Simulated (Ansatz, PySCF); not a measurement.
System: C2H6O, charge 0, multiplicity 1. 
Structure (B3LYP-D3(BJ)/def2-TZVP (Ansatz, an electronic-structure program) minimum search):
SMILES: COC
```xyz
9

C      0.0048     1.1709    -0.2006
O      0.0068     0.0028     0.5882
C     -0.0092    -1.1727    -0.1892
H      0.0177     2.0231     0.4773
H      0.8882     1.2176    -0.8515
H     -0.8928     1.2283    -0.8310
H     -0.0065    -2.0184     0.4970
H     -0.9074    -1.2256    -0.8191
H      0.8735    -1.2363    -0.8396
```

Quantity: atomisation energy (electronic, to ground-state atoms); the coupled-cluster value holds the core correlation from cc-pwCVTZ, in kcal/mol. Valence correlation only, unless marked. UHF or UKS for open shells. No spin-orbit coupling. No relativistic terms. CBS(X,Y): correlation extrapolated as X^-3; Hartree-Fock from the larger set. The bracket is a focal-point correction in the basis named.

Level to compare with: RI-MP2/CBS(aug-cc-pVTZ,aug-cc-pVQZ)+[CCSD(T)-MP2]/aug-cc-pVTZ plus the core term (Ansatz), 801.0 kcal/mol. It is a level with limits of its own, and the differences hold the functionals' basis error too.

Rank these functionals by how close they come to RI-MP2/CBS(aug-cc-pVTZ,aug-cc-pVQZ)+[CCSD(T)-MP2]/aug-cc-pVTZ, closest first: r2SCANh/def2-TZVPD (Ansatz); M06-2X/def2-TZVPD (PySCF); HSE06/def2-TZVPD (Ansatz).

M06-2X/def2-TZVPD (hybrid meta-GGA, 798.0 kcal/mol, difference -3.0), HSE06/def2-TZVPD (screened hybrid, 796.4 kcal/mol, difference -4.6), r2SCANh/def2-TZVPD (hybrid meta-GGA, 792.1 kcal/mol, difference -8.9)
